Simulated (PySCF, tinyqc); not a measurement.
Worked calculation: MP2 on RHF in the sto-3g basis, frozen core, for BH, spin multiplicity 1. The lowest restricted solution is unstable here: a spin-polarised one lies 0.0095 hartree lower (PySCF). One step of it, computed by the program tinyqc.

Problem. Iteration 1: building the Fock matrix. J_ij = sum D_kl (ij|kl), K_ij = sum D_kl (ik|jl); F = H + J - 0.5 K; E = tr D H + tr D J / 2 - 0.25 tr D K + E_nn.

D at the start:
```
            1B 1s      1B 2s    1B 2px    1B 2py     1B 2pz      2H 1s
1B 1s    2.162437  -0.611450  0.000000  0.000000  -0.032474   0.052394
1B 2s   -0.611450   2.289763  0.000000  0.000000   0.144567  -0.167834
1B 2px   0.000000   0.000000  0.000000  0.000000   0.000000   0.000000
1B 2py   0.000000   0.000000  0.000000  0.000000   0.000000   0.000000
1B 2pz  -0.032474   0.144567  0.000000  0.000000   2.156161  -0.192248
2H 1s    0.052394  -0.167834  0.000000  0.000000  -0.192248   0.027704
```

core Hamiltonian H = T + V (hartree):
```
             1B 1s      1B 2s     1B 2px     1B 2py     1B 2pz      2H 1s
1B 1s   -12.726275  -3.296458   0.000000   0.000000  -0.015428  -0.634263
1B 2s    -3.296458  -3.808526   0.000000   0.000000  -0.141390  -1.456048
1B 2px    0.000000   0.000000  -2.979520   0.000000   0.000000   0.000000
1B 2py    0.000000   0.000000   0.000000  -2.979520   0.000000   0.000000
1B 2pz   -0.015428  -0.141390   0.000000   0.000000  -3.081392  -1.376180
2H 1s    -0.634263  -1.456048   0.000000   0.000000  -1.376180  -2.474090
```

Two-electron integrals (ij|kl) in chemists' order, unique and non-zero (hartree):
```
(11|11) 2.923513   (21|11) 0.518376   (21|21) 0.109262   (22|11) 0.744229
(22|21) 0.193177   (22|22) 0.544804   (31|31) 0.020264   (32|31) 0.029996
(32|32) 0.120346   (33|11) 0.742491   (33|21) 0.193240   (33|22) 0.544682
(33|33) 0.586773   (41|41) 0.020264   (42|41) 0.029996   (42|42) 0.120346
(43|43) 0.031630   (44|11) 0.742491   (44|21) 0.193240   (44|22) 0.544682
(44|33) 0.523513   (44|44) 0.586773   (51|51) 0.020264   (52|51) 0.029996
(52|52) 0.120346   (53|53) 0.031630   (54|54) 0.031630   (55|11) 0.742491
(55|21) 0.193240   (55|22) 0.544682   (55|33) 0.523513   (55|44) 0.523513
(55|55) 0.586773   (61|11) 0.097904   (61|21) 0.020573   (61|22) 0.036520
(61|33) 0.036344   (61|44) 0.036344   (61|51) 0.001482   (61|52) 0.002739
(61|55) 0.036894   (61|61) 0.003995   (62|11) 0.240033   (62|21) 0.063296
(62|22) 0.196848   (62|33) 0.191183   (62|44) 0.191183   (62|51) 0.006966
(62|52) 0.042718   (62|55) 0.207995   (62|61) 0.012728   (62|62) 0.098727
(63|31) 0.006284   (63|32) 0.029494   (63|53) 0.007939   (63|63) 0.010769
(64|41) 0.006284   (64|42) 0.029494   (64|54) 0.007939   (64|64) 0.010769
(65|11) 0.226206   (65|21) 0.060434   (65|22) 0.198345   (65|33) 0.187820
(65|44) 0.187820   (65|51) 0.012016   (65|52) 0.068755   (65|55) 0.219183
(65|61) 0.012734   (65|62) 0.116421   (65|65) 0.145267   (66|11) 0.401105
(66|21) 0.107730   (66|22) 0.379306   (66|33) 0.356858   (66|44) 0.356858
(66|51) 0.014245   (66|52) 0.116292   (66|55) 0.423754   (66|61) 0.022061
(66|62) 0.244379   (66|65) 0.312952   (66|66) 0.774606
```

nuclear repulsion = 2.02594644 hartree

Give: Coulomb J; exchange K; Fock matrix F; total energy of this density.

Solution.

Coulomb J (hartree):
```
        1B 1s   1B 2s  1B 2px  1B 2py  1B 2pz  2H 1s
1B 1s   8.847   1.807   0.000   0.000   0.001  0.342
1B 2s   1.807   3.667   0.000   0.000  -0.004  1.283
1B 2px  0.000   0.000   3.623   0.000   0.000  0.000
1B 2py  0.000   0.000   0.000   3.623   0.000  0.000
1B 2pz  0.001  -0.004   0.000   0.000   3.743  1.276
2H 1s   0.342   1.283   0.000   0.000   1.276  2.372
```

exchange K (hartree):
```
        1B 1s  1B 2s  1B 2px  1B 2py  1B 2pz  2H 1s
1B 1s   5.985  1.101   0.000   0.000   0.000  0.222
1B 2s   1.101  1.434   0.000   0.000   0.002  0.503
1B 2px  0.000  0.000   0.339   0.000   0.000  0.000
1B 2py  0.000  0.000   0.000   0.339   0.000  0.000
1B 2pz  0.000  0.002   0.000   0.000   1.446  0.468
2H 1s   0.222  0.503   0.000   0.000   0.468  0.387
```

Fock matrix F (hartree):
```
         1B 1s   1B 2s  1B 2px  1B 2py  1B 2pz   2H 1s
1B 1s   -6.872  -2.040   0.000   0.000  -0.014  -0.403
1B 2s   -2.040  -0.858   0.000   0.000  -0.147  -0.425
1B 2px   0.000   0.000   0.474   0.000   0.000   0.000
1B 2py   0.000   0.000   0.000   0.474   0.000   0.000
1B 2pz  -0.014  -0.147   0.000   0.000  -0.061  -0.334
2H 1s   -0.403  -0.425   0.000   0.000  -0.334  -0.295
```

total energy of this density = -24.12077 hartree
